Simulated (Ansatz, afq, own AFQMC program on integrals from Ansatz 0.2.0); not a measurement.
Two steps: Ansatz 0.2.0 writes the Fock matrix and Cholesky factors of the valence space, and afq projects on them the lowest state that overlaps trial and start.

```yaml
crystal:
  periodic: [false, false, false]
  atoms:
    - {symbol: Si, position_ang: [-0.032561, 0.099795, 1.875536]}
    - {symbol: Ge, position_ang: [0.014202, -0.018952, -0.707313]}
    - {symbol: H, position_ang: [0.230682, -1.400320, 1.941522]}
    - {symbol: H, position_ang: [-0.325314, -1.236954, -1.599355]}
    - {symbol: H, position_ang: [-0.021557, 1.222344, -1.628121]}
basis:
  gaussian: {orbitals: cc-pVDZ}
magnetization: {spin_polarized: true, initial_magnetization: 1}
correlation: {method: ccsd_t, electrons: outside_noble_gas, hamiltonian_folder: ham}
```

```sh
$ ansatz run in.yaml --threads 1 --pin off --events-out ev --progress --plain --max-ram 1382MiB
```

afq runs on the folder ham with

```
--method phaseless --trial cisd --walkers 60 --populations 1 --least-time 40 --time-step 0.005 --steps-per-block 50 --equilibration-blocks 28 --max-blocks 300 --target-error 0.0004 --factor-cut 1e-05 --start spin_pure --seed 4140 --release-times 0.24,0.51,0.99,1.62,2.4 --release-step 0.03 --release-every 4 --taylor-order 6
```

Times are imaginary, in 1/Eh. The walk had a cap of 1706 s. Filled inner d shells are frozen with the cores.

afq prints:

```
orbitals 41  electrons 6 5  factors 326 of 641
reference energy -2365.92660030 Eh
CCSD correlation -0.20681723 Eh in 19 cycles, weight of the determinant in the CISD state 0.7985
energy of the start -2366.119780 Eh
 block  time / (1/Eh)  mean weight  energy / Eh
     1     0.250  0.9985  -2366.122015
     2     0.500  0.9987  -2366.125638
     3     0.750  1.0001  -2366.129977
     4     1.000  1.0022  -2366.133306
     5     1.250  0.9984  -2366.136545
     9     2.250  1.0013  -2366.143010
    33     8.250  1.0014  -2366.145219
    65    16.250  1.0018  -2366.147151
    97    24.250  1.0012  -2366.144945
   129    32.250  1.0001  -2366.142899
   161    40.250  1.0007  -2366.141407
   193    48.250  1.0000  -2366.139450
   225    56.250  1.0005  -2366.139428
   241    60.250  0.9988  -2366.136491
   257    64.250  0.9988  -2366.139808
   281    70.250  0.9998  -2366.152639
   289    72.250  0.9974  -2366.137378
   321    80.250  0.9994  -2366.140328
blocks merged  error / Eh  count
     1  0.000235  300
     2  0.000306  150
     4  0.000401  75
     8  0.000478  37
    16  0.000534  18
    32  0.000506  9
released: time / (1/Eh)  energy / Eh  error  mean overlap
  0.24  -2366.142107  0.000416  1.0009
  0.51  -2366.142732  0.000383  0.9910
  0.99  -2366.142998  0.000474  0.9704
  1.62  -2366.143407  0.000550  0.9530
  2.40  -2366.143500  0.000656  0.9444
energy -2366.142372 +/- 0.000534 Eh
(rows thinned)
```

The run passed its tests (sampling time, drift between the halves within three errors, error under three times the target), which doesn't prove that it has relaxed.

Against this walk (error 14.5 meV) on the same determinant: CCSD(T) 49.5 meV higher. The error is statistical and leaves out the bias of the constraint. The determinant has ⟨S²⟩ = 1.00, so the low cluster orders mix in higher spin (the high orders can go on to a lower state of that spin), while the walk starts as a pure doublet. None of these is a sure reference here. Released to 2.40 1/Eh the energy moves by -31 ± 23 meV (both errors), within twice the noise.

Cautions: constraint bias not in the error; error above the target (14.5 against 10.9 meV); no relativity below Rb; no spin-orbit coupling; inner d shell frozen; higher spins were not checked; strong correlation (T1 0.057, weight of the determinant 0.80, largest double 0.07); unrestricted determinant spin contaminated (⟨S²⟩ 1.00 against 0.75); the bias of populations of 60 walkers isn't removed.

The walk took 8.5 min on 1 thread of Arm Neoverse V2, on a shared host. The log's last line is the phaseless energy.
